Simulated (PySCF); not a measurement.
# Electric field gradients and quadrupole coupling constants

Species: 4-chlorobutanal, C4H7ClO.
Numbering: `[O:1]=[CH:2][CH2:3][CH2:4][CH2:5][Cl:6]` (hydrogens: H7 on C2; H8, H9 on C3; H10, H11 on C4; H12, H13 on C5)

Geometry (GFN2-xTB, Å), atoms numbered from 1 in this order:
```xyz
13
C4H7ClO angstrom
O     -1.621    1.484    0.104
C     -1.637    0.385    0.581
C     -0.701   -0.737    0.238
C      0.366   -0.340   -0.780
C      1.397    0.606   -0.187
Cl     2.312   -0.192    1.126
H     -2.390    0.105    1.344
H     -1.306   -1.565   -0.141
H     -0.231   -1.083    1.162
H     -0.110    0.174   -1.618
H      0.865   -1.234   -1.157
H      2.129    0.911   -0.935
H      0.922    1.485    0.245
```

Field gradients from the PBE0/pcSseg-1 density (PySCF, non-relativistic), principal values in atomic units, ordered |Vxx| ≤ |Vyy| ≤ |Vzz|:

```csv
atom,Vxx,Vyy,Vzz
O1,0.4294,1.5882,-2.0176
Cl6,-1.8516,-1.9638,3.8153
```

**Question.** Find the asymmetry η = (Vxx − Vyy)/Vzz and the couplings χ = eQV/h (234.96 MHz × Q in barn × V in au), with Q(17O) = −0.0256 b, Q(35Cl) = −0.0817 b.

**Answer.** 
```json
{"atom": "O1", "environment": "aldehyde oxygen", "nucleus": "17O", "η": "0.57", "χzz (MHz)": "12.14", "χxx (MHz)": "-2.58", "χyy (MHz)": "-9.55"}
{"atom": "Cl6", "environment": "alkyl chlorine", "nucleus": "35Cl", "η": "0.03", "χzz (MHz)": "-73.24", "χxx (MHz)": "35.54", "χyy (MHz)": "37.70"}
```

The gradient is axial or nearly so (η below 0.05) at Cl6. The tensor is traceless: Vxx + Vyy + Vzz = 0.

**Question.** What is Vzz at O1 in SI units (1 au = 9.71736 × 10²¹ V/m²)?

**Answer.** -2.0176 au = -19.605 × 10²¹ V/m².

Were the hydrogens deuterons (Q(2H) = 0.00286 b), χzz would run from 180 kHz (H7) to 204 kHz (H11, H8 and H12).

One conformer (not necessarily the lowest) at the GFN2-xTB geometry, without solvent, vibrations or thermal averaging. GFN2-xTB bond lengths can be off by several hundredths of an ångström, more for odd bonds, and the gradients follow them. With a basis this small, the couplings can be 20 % off.
